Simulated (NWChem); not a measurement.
**C2H5O− (SMILES CC[O-]) at PBE0/def2-SVPD**

What is the vertical ionisation energy of C2H5O− at PBE0/def2-SVPD? 

Program for the calculation: NWChem 7.3.0.

4 further runs of the same task are left out: 1 that didn't finish, 3 set aside as unsound or not needed. Runs told in other sessions of the task aren't counted.

**1. The system as given**

C2H5O−: 8 atoms, total charge -1, spin state singlet. As SMILES, `CC[O-]`. Geometry: relaxed at PBE0-D4/def2-TZVPD.

Bond lengths: C1–C2 1.548 Å, C2–O3 1.325 Å, C1–H4 1.103 Å, C1–H5 1.097 Å, C1–H6 1.097 Å, C2–H7 1.138 Å, C2–H8 1.138 Å. Some angles: C1–C2–O3 114.4°, C1–C2–H7 104.5°, C1–C2–H8 104.5°, O3–C2–H7 114.8°, O3–C2–H8 114.8°, C2–C1–H4 112.2°, C2–C1–H5 109.5°, C2–C1–H6 109.5°, H7–C2–H8 102.5°, H4–C1–H5 108.9°.

**2. Energy and forces at PBE0/def2-SVPD**

Contents of c2h5o.xyz:

```xyz
8
C2H5O PBE0
C     -0.440680     0.576090    -0.258010
C      0.455590    -0.573780     0.261950
O      1.696460    -0.210870     0.553250
H     -1.463760     0.234370    -0.488810
H      0.003400     1.006710    -1.163790
H     -0.492690     1.370710     0.496300
H      0.369470    -1.383990    -0.532330
H     -0.127780    -1.019260     1.131420
```

Contents of c2h5o.nw:

```
start c2h5o
title "C2H5O PBE0"
memory total 2200 mb
charge -1

geometry units angstroms noautosym nocenter noautoz
  load format xyz c2h5o.xyz
end

basis "ao basis" spherical bse
  * library def2-SVPD
end

dft
  xc pbe0
  grid fine
  convergence energy 1e-08
  maxiter 100
  mulliken
end

task dft gradient
```

Started as:

```bash
nwchem c2h5o.nw > c2h5o.out
```

The program printed:

```text
[...]
          Wavefunction type:  closed shell.
          No. of atoms     :     8
          No. of electrons :    26
[...]
          Charge           :    -1
          Spin multiplicity:     1
[...]
          AO basis - number of functions:   103
[...]
              XC Information
              --------------
                         PBE0 Method XC Functional
                     Hartree-Fock (Exact) Exchange  0.250
          PerdewBurkeErnzerhof Exchange Functional  0.750
            Perdew 1991 LDA Correlation Functional  1.000 local
           PerdewBurkeErnz. Correlation Functional  1.000 non-local
[...]
 d= 0,ls=0.0,diis     1   -154.0114727968 -2.28D+02  1.82D-02  9.71D-01     3.7
[...]
 d= 0,ls=0.0,diis    10   -154.1421604513 -2.76D-10  6.24D-07  1.34D-10    32.4
         Total DFT energy =     -154.142160451332
      One electron energy =     -362.487862023990
           Coulomb energy =      155.210320323416
    Exchange-Corr. energy =      -21.276241475959
 Nuclear repulsion energy =       74.411622725201
[...]
      Total Density - Mulliken Population Analysis
     ---------------------------------------------
    Atom       Charge   Shell Charges
 -----------   ------   -------------------------------------------------------
    1 C    6     6.11   1.98  0.94 -0.19  0.17  2.09  0.91  0.03  0.18
    2 C    6     6.02   1.98  0.93 -0.15  0.28  2.02  0.65  0.09  0.22
    3 O    8     8.87   1.99  1.08  0.75  0.07  2.81  1.81  0.33  0.01  0.02
    4 H    1     0.94   0.76  0.10  0.02  0.05
    5 H    1     0.99   0.76  0.13  0.02  0.06
    6 H    1     0.99   0.76  0.13  0.02  0.06
    7 H    1     1.04   0.78  0.17  0.02  0.08
    8 H    1     1.04   0.78  0.17  0.02  0.08
[...]
  wavefunction    = closed shell
                         DFT ENERGY GRADIENTS
    atom               coordinates                        gradient
                 x          y          z           x          y          z
   1 C      -0.832764   1.088652  -0.487568   -0.001383   0.003013  -0.001083
   2 C       0.860940  -1.084287   0.495014   -0.000874  -0.003109   0.000419
   3 O       3.205845  -0.398487   1.045491   -0.001975  -0.000168  -0.000554
   4 H      -2.766105   0.442895  -0.923717    0.003803   0.001084   0.000899
   5 H       0.006425   1.902406  -2.199244   -0.001696  -0.001664   0.003543
   6 H      -0.931049   2.590266   0.937871    0.000240  -0.003078  -0.002931
   7 H       0.698197  -2.615362  -1.005958    0.000347   0.002399   0.001846
   8 H      -0.241469  -1.926122   2.138074    0.001538   0.001523  -0.002141
[...]
```

Run time: 41 s. Hardware: 1 thread of Intel Xeon Platinum 8259CL at 2.50GHz (Skylake/Cascade Lake), shared host; peak memory 0.12 GiB.

**3. Doublet neutral C2H5O: the energy at UPBE0/def2-SVPD**

Contents of mol.nw:

```
start mol
title "C2H5O"
memory 2200 mb
geometry units angstroms noautosym nocenter noautoz
  C       -0.440680       0.576090      -0.258010
  C        0.455590      -0.573780       0.261950
  O        1.696460      -0.210870       0.553250
  H       -1.463760       0.234370      -0.488810
  H        0.003400       1.006710      -1.163790
  H       -0.492690       1.370710       0.496300
  H        0.369470      -1.383990      -0.532330
  H       -0.127780      -1.019260       1.131420
end
basis spherical bse
  C library def2-SVPD
  O library def2-SVPD
  H library def2-SVPD
end
dft
  xc pbe0
  mult 2
  grid fine
  convergence energy 1e-08
  iterations 100
  mulliken
end
task dft
```

Started as:

```bash
nwchem mol.nw > mol.out
```

The program printed:

```text
[...]
          Wavefunction type:  spin polarized.
          No. of atoms     :     8
          No. of electrons :    25
[...]
          Charge           :     0
          Spin multiplicity:     2
[...]
          AO basis - number of functions:   103
[...]
              XC Information
              --------------
                         PBE0 Method XC Functional
                     Hartree-Fock (Exact) Exchange  0.250
          PerdewBurkeErnzerhof Exchange Functional  0.750
            Perdew 1991 LDA Correlation Functional  1.000 local
           PerdewBurkeErnz. Correlation Functional  1.000 non-local
[...]
 d= 0,ls=0.0,diis     1   -153.9651027583 -2.28D+02  7.49D-03  1.50D-01     6.1
[...]
 d= 0,ls=0.0,diis    12   -154.0814579322 -1.76D-09  1.76D-07  4.80D-11    62.5
[...]
         Total DFT energy =     -154.081457932216
      One electron energy =     -355.818816757004
           Coulomb energy =      148.339093606808
    Exchange-Corr. energy =      -21.013357507220
 Nuclear repulsion energy =       74.411622725201
[...]
      Total Density - Mulliken Population Analysis
     ---------------------------------------------
    Atom       Charge   Shell Charges
 -----------   ------   -------------------------------------------------------
    1 C    6     5.98   1.98  0.92 -0.16  0.08  2.12  0.89  0.03  0.11
    2 C    6     6.02   1.98  0.93 -0.10  0.17  2.07  0.70  0.07  0.20
    3 O    8     8.37   1.99  1.13  0.76  0.04  2.73  1.56  0.11  0.01  0.03
    4 H    1     0.91   0.75  0.11  0.02  0.03
    5 H    1     0.97   0.75  0.14  0.02  0.05
    6 H    1     0.97   0.75  0.14  0.02  0.05
    7 H    1     0.89   0.73  0.12  0.02  0.03
    8 H    1     0.89   0.73  0.12  0.02  0.03
[...]
      <S2> =      0.7552 (Exact =     0.7500)
[...]
```

Wall time 63 s (1 thread of Intel Xeon Platinum 8259CL at 2.50GHz (Skylake/Cascade Lake), shared host); peak memory 0.12 GiB.

**4. Results**

Level: PBE0/def2-SVPD.

| quantity | value |
| --- | --- |
| singlet C2H5O−: total energy | -154.14216 Eh |
| singlet C2H5O−: HOMO energy | 0.46 eV |
| singlet C2H5O−: LUMO energy | 5.07 eV |
| singlet C2H5O−: HOMO–LUMO gap (to an unbound level, set by the basis) | 4.61 eV |
| singlet C2H5O−: largest force on an atom | 0.219 eV/Å |
| doublet neutral C2H5O: total energy | -154.08146 Eh |
| doublet neutral C2H5O: dipole moment | 2.11 D |
| doublet neutral C2H5O: HOMO energy (highest over α and β) | -7.66 eV |
| doublet neutral C2H5O: LUMO energy (lowest over α and β) | -3.91 eV |
| doublet neutral C2H5O: ⟨S²⟩ | 0.755 |
| vertical detachment energy (to the doublet neutral) | 1.652 eV |

**Reading.** The vertical ionisation energy comes to 1.65 eV (159 kJ/mol). −ε(HOMO) before ionisation, -0.46 eV, is 2.12 eV below this ionisation energy. The HOMO (singlet C2H5O−) lies at positive energy, 0.46 eV, from the functional's self-interaction, a short basis or an electron that isn't bound; only total energies against the neutral tell. Mulliken charges (doublet neutral C2H5O) run from -0.37 on O3 to +0.11 on H7; in a basis this large or diffuse they mean little.
